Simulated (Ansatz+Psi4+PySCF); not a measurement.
A calculation with Ansatz (development build ahead of 0.2.0).

```yaml
crystal:
  periodic: [false, false, false]
  atoms:
    - { symbol: B, position_ang: [0.0, 0.0, 0.0] }
    - { symbol: "N", position_ang: [0.0, 0.0, 1.59] }
basis:
  gaussian: { orbitals: cc-pVTZ }
magnetization:
  initial_magnetization: 2
hamiltonian:
  xc: hf
correlation:
  method: mp2
  frozen_orbitals: { B: 1, "N": 1 }
scf:
  omitted_lower_state_checks: [starts, atomic_configurations, cluster_reference, orbital_swaps, given_window_search, neighbouring_geometries, increment]
```

The input is written out in the form of the current development build from the run's settings. Correlation on restricted open-shell orbitals is semicanonical, with singles.

The run gave:

```json
{
 "Converged": "yes",
 "Reference energy": "-78.94536 hartree",
 "Correlation energy": "-0.25318 hartree",
 "Total energy": "-79.19854 hartree",
 "Spin squared of the determinant": "2.000",
 "Stability test": "minimum among restricted orbitals",
 "Occupied orbitals by symmetry in an Abelian subgroup (alpha; beta)": "5 A1 1 B1 1 B2; 4 A1 1 B1"
}
```

The reference isn't the lowest determinant (another lies 1.05 eV lower), but the same method gives a higher total on the lower determinant. Caution: large amplitudes, a single reference is doubtful; another spin multiplicity may lie lower; an unrestricted determinant lies well below.
